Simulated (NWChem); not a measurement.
System meant: LiF anion, doublet; SMILES of the neutral closed-shell parent [Li][F]

The following NWChem deck was run.

```
start job
memory heap 200 mb stack 900 mb global 1100 mb
charge -1
geometry units angstroms noautoz
  Li     0.000000     0.000000    -1.285302
  F      0.000000     0.000000     0.353597
end
basis spherical
  * library def2-svp
end
dft
  odft
  mult 2
  xc xpbe96 cpbe96
  iterations 4
  mulliken
end
task dft energy
```

End of the output:

```
     --------------------------
     Expectation value of S2:
     --------------------------
      <S2> =      0.7506 (Exact =     0.7500)

 center of mass
 --------------
 x =   0.00000000 y =   0.00000000 z =  -0.06100232

 moments of inertia (a.u.)
 ------------------
          49.146754757383           0.000000000000           0.000000000000
           0.000000000000          49.146754757383           0.000000000000
           0.000000000000           0.000000000000           0.000000000000

     Multipole analysis of the density
     ---------------------------------

     L   x y z        total         alpha         beta         nuclear
     -   - - -        -----         -----         ----         -------
     0   0 0 0     -1.000000     -7.000000     -6.000000     12.000000

     1   1 0 0      0.000000     -0.000000      0.000000      0.000000
     1   0 1 0     -0.000000     -0.000000     -0.000000      0.000000
     1   0 0 1      1.349131      2.496473     -1.147342     -0.000000

     2   2 0 0    -16.703422    -13.931144     -2.772278      0.000000
     2   1 1 0     -0.000000     -0.000000     -0.000000      0.000000
     2   1 0 1      0.000000     -0.000000      0.000000      0.000000
     2   0 2 0    -16.703422    -13.931144     -2.772278      0.000000
     2   0 1 1     -0.000000     -0.000000     -0.000000      0.000000
     2   0 0 2    -24.061192    -34.414293    -11.228545     21.581646

 ------------------------------------------------------------------------
 dft energy failed                                                                                  0
 ------------------------------------------------------------------------
 ------------------------------------------------------------------------
  current input line :
    18: task dft energy
 ------------------------------------------------------------------------
 ------------------------------------------------------------------------
 This type of error is most commonly associated with calculations not reaching convergence criteria
 ------------------------------------------------------------------------
 For more information see the NWChem manual at https://nwchemgit.github.io

0:dft energy failed:Received an Error in Communication
```

Task: Find the fault in this run and fix the input.

Result: Convergence was not reached. Cause: the SCF was allowed too few iterations. This input runs:
```
start job
memory heap 200 mb stack 900 mb global 1100 mb
charge -1
geometry units angstroms noautoz
  Li     0.000000     0.000000    -1.285302
  F      0.000000     0.000000     0.353597
end
basis spherical
  Li library def2-svp
  F library def2-svp
end
dft
  odft
  mult 2
  xc xpbe96 cpbe96
  iterations 150
  mulliken
end
task dft energy
```
It converges to -107.21089 Ha (PBE/def2-SVP, spin-unrestricted).
